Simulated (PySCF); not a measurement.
## MH₃ across the third period

Level: PBE0, basis family def2-TZVP, no relativity.

Each entry is the lowest minimum that a search over a few typed start shapes (and spin states, where more than one is plausible) found, or that minimum re-optimised at the stated level; isomers with ligand–ligand bonds, or fragments after loss of a ligand pair, can lie lower. Open shells are unrestricted; no spin–orbit coupling; PySCF with density fitting.

| molecule | 2S+1 | point group | mean bond to the central atom (Å) | gap (eV) | distinct angles (°) | lowest ω (cm⁻¹) | atomisation (kJ/mol) |
| --- | --- | --- | --- | --- | --- | --- | --- |
| AlH₃ | 1 | D3h | 1.586 | 6.83 | 120 | 703 | 858 |
| SiH₃ | 2 | C3v | 1.486 | – | 111 | 747 | 935 |
| PH₃ | 1 | C3v | 1.420 | 8.64 | 93 | 1004 | 992 |
| SH₃ | ? | ? | ? | ? | ? | ? | ? |

**Question.** Fill in the row of SH₃.

**Answer.** 2S+1: 2; point group: Cs; mean bond to the central atom (Å): 1.440; distinct angles (°): 89/156; lowest ω (cm⁻¹): 590; atomisation (kJ/mol): 742.

Left out of the table are members whose search was unfinished or whose lowest solution was spin-contaminated, unstable, very soft or bonded differently.
